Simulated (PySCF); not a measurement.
Sulfur trioxide, O3S, SMILES O=S(=O)=O, point group D3h.

Level: B3LYP/pcSseg-2 in PySCF (density fitting, grid level 2); geometry and Hessian at that level, cubic constants and property derivatives from steps of ±0.6 along each species' dimensionless normal coordinates, second-order vibrational perturbation theory. The parent has the commonest isotopes.

Equilibrium geometry (Å):

```
atom        x        y        z
  O1  -0.7622  -1.1980  -0.0178
  S2   0.0103   0.0048  -0.0229
  O3  -0.6450   1.2750  -0.0007
  O4   1.4379  -0.0626  -0.0501
```

Species: ¹⁷O at 1, ³⁴S at 2. Output of the displacement run:

```
mode    cm-1    km/mol   phi_rrr   E(+)/cm-1  E(-)/cm-1
  1    471.78    36.19       0.1      84.96      84.96
  2    512.19    30.29      -1.1      92.19      92.26
  3    517.72    30.62     -26.5      92.26      94.17
  4   1050.57     0.31     189.3     196.05     182.42
  5   1352.70   203.53     171.2     249.96     237.65
  6   1367.89   206.15      -3.4     246.43     246.68
```

For the shielding of O1 (σe = 3.98 ppm):

```csv
mode,ω (cm⁻¹),Σr φrrs (cm⁻¹),∂σ/∂q,∂²σ/∂q²
1,472,0,0.006,-12.062
2,512,0,0.083,-7.438
3,518,2,-4.464,-2.947
4,1051,614,50.117,-7.408
5,1353,-34,25.365,-4.659
6,1368,-1,0.122,-1.405
```

Work out the zero-point average of this shielding.

With ⟨qs⟩ = −Σr φrrs/(4ωs) and ⟨qs²⟩ = 1/2: the mean displacements are 0.000, 0.000, -0.001, -0.146, 0.006, 0.000. The anharmonic term Σ (∂σ/∂q)⟨q⟩ is -7.16 ppm, the harmonic term ¼ Σ ∂²σ/∂q² is -8.98 ppm, so ⟨σ⟩ = -12.15 ppm.
